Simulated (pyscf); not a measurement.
**Elimination: H₂N–GaH₂ → HN=GaH + H₂**

Gas phase, singlet surface, charge 0. Bonds broken: Ga1–H5, N3–H4. Bonds formed: H4–H5. Optimised with ωB97X-D3(BJ)/def2-SVP in PySCF.

Transition state (Å):

```xyz
6

Ga     0.8347     0.6626    -0.2496
H      1.8913     1.4214    -1.0758
N     -0.2174    -0.0998     0.9087
H     -0.6989    -0.4195    -0.4619
H     -0.4858    -0.2537    -1.3627
H     -0.1822    -0.0936     1.9276
```

One imaginary mode, 1351i cm⁻¹; descent along it reached the two sides named.

| bond | change | reactant side (Å) | saddle | product side |
|---|---|---|---|---|
| Ga1–H5 | breaks | 1.562 | 1.955 | 3.0 |
| N3–H4 | breaks | 1.014 | 1.488 | 2.7 |
| H4–H5 | forms | 3.1 | 0.940 | 0.762 |

Electronic energies relative to the reactant's lowest minimum found (kcal/mol):

```csv
level,barrier,reaction energy,reverse barrier
ωB97X-D3(BJ)/def2-TZVP,80.2,+65.1,15.1
PBE/def2-TZVP,68.1,+55.5,12.5
r²SCAN/def2-TZVP,73.1,+59.8,13.2
B3LYP-D3(BJ)/def2-TZVP,74.9,+59.1,15.8
PBE0-D3(BJ)/def2-TZVP,75.4,+63.4,12.0
M06-2X/def2-TZVP,78.0,+63.9,14.1
ωB97M-D3(BJ)/def2-TZVP,78.5,+63.4,15.1
HF/def2-TZVP,95.2,+73.8,21.4
```

With ωB97M-D3(BJ)/def2-TZVP energies and thermal terms (ideal gas, 1 atm, RRHO with modes under 100 cm⁻¹ raised to 100, one conformer, R ln 2 for chiral ones without a mode under 150 cm⁻¹), in kcal/mol:

```tsv
T (K)	ΔH‡	ΔG‡	ΔH	ΔG
298	74.4	74.3	+58.7	+50.3
600	74.1	74.3	+59.4	+41.4
900	73.8	74.4	+59.3	+32.4
1200	73.6	74.7	+58.9	+23.4
```

At the saddle there is also a short Ga–H contact that neither side keeps. The same reactants have a lower exit, to NH₃ + GaH [singlet] (barrier +65.6 kcal/mol at ωB97M-D3(BJ)/def2-TZVP, against +78.5 kcal/mol here). HN=GaH lies 50.8 kcal/mol over its isomer H₂N–Ga [singlet] (electronic energy, ωB97M-D3(BJ)/def2-TZVP). This is the saddle that the search found; another between the same sides may lie lower. Elements up to Kr have no core potential and no relativistic terms here.
